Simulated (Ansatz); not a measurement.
# AlSiH₅ (singlet): from Hartree-Fock to the top rungs at distance Al1–H4 along a hydrogen transfer = 1.475 Å, cc-pVDZ

One table from this session's results is given with a row withheld; the runs are named, their logs left out.

Program: Ansatz 0.2.0, Gaussian basis. Level of theory: cc-pVDZ, core rule «outside noble gas», up to 10 orbitals frozen. These are calculated values, not measurements.

Plan: UHF; CCSD(T) on RHF; BCCD(T) on RHF; CISD; CCSDT(Q) on RHF; CASSCF and NEVPT2, 2 electrons in 2 orbitals; CASSCF and NEVPT2, 8 electrons in 8 orbitals.

8 further runs of the same task are left out: 1 for a mislabelled method, 7 that didn't finish.

## The system

The geometry derives from fragments relaxed apart (PBE0/def2-TZVP) and kept rigid, so it is no stationary point. A hydrogen atom is moved between rigid fragments.

7 atoms, charge 0, spin multiplicity 1.

Atoms are counted from 1 here; the program's logs count them from 0.

Bond lengths: Al1–H2 1.586 Å, Al1–H3 1.586 Å, Al1–H4 1.475 Å, Si5–H6 1.526 Å, Si5–H7 1.526 Å. Angles: H2–Al1–H3 120.0°, H2–Al1–H4 120.0°, H3–Al1–H4 120.0°, H6–Si5–H7 91.2°.

As a file:

```xyz
7

Al   -1.72139    0.02932    0.00000
H    -2.51431    1.40271    0.00000
H    -2.51431   -1.34406    0.00000
H    -0.24639    0.02932    0.00000
Si    1.67861    0.02932    0.00000
H     2.29079   -0.84496    1.09001
H     2.29079   -0.84496   -1.09001
```

The first run:

Input file in.yaml:

```yaml
crystal:
  periodic: [false, false, false]
  atoms:
    - {symbol: Al, position_ang: [-1.721388, 0.029322, 0.000000]}
    - {symbol: H, position_ang: [-2.514312, 1.402706, 0.000000]}
    - {symbol: H, position_ang: [-2.514312, -1.344062, 0.000000]}
    - {symbol: H, position_ang: [-0.246388, 0.029322, 0.000000]}
    - {symbol: Si, position_ang: [1.678612, 0.029322, 0.000000]}
    - {symbol: H, position_ang: [2.290792, -0.844962, 1.090012]}
    - {symbol: H, position_ang: [2.290792, -0.844962, -1.090012]}
basis:
  gaussian: {orbitals: cc-pVDZ}
magnetization: {spin_polarized: true, initial_magnetization: 0}
hamiltonian: {xc: hf}
output: {orbitals: {seedname: orbitals}}
```

On the command line:

```console
> ansatz run in.yaml --threads 1 --pin off --events-out ev --progress --plain --max-ram 2393MiB
```

Steps of the session up to this table: UHF; CCSD(T) on RHF; BCCD(T) on RHF; CISD; CCSDT(Q) on RHF; CASSCF and NEVPT2, 2 electrons in 2 orbitals; CASSCF and NEVPT2, 8 electrons in 8 orbitals.

One of the session's tables, all rows but one given; the rest of the session is left out.

It belongs to the step «Misses and costs». 

| method | from RCCSDT(Q) (kJ/mol) |
| --- | --- |
| RHF | +602.7 |
| RMP2 | +146.2 |
| CISD | ? |
| RCCSD | +15.3 |
| RCCSD(T) | +3.5 |
| BCCD(T) | +3.4 |
| RCCSDT | +0.5 |
| RCCSDT(Q) | 0 |
| CASSCF frontier | +448.6 |
| NEVPT2 frontier | +133.3 |

Q: Estimate the row for CISD from the others.

As computed: from RCCSDT(Q) (kJ/mol): +69.7. In the column «from RCCSDT(Q) (kJ/mol)» it lies between RCCSD (+15.3) and NEVPT2 frontier (+133.3).

Left out of the table: CASSCF pair, NEVPT2 pair (the active space lost an orbital or holds another state than full CI finds).

Caveats from the session: Warnings in the runs' records: passed over end.
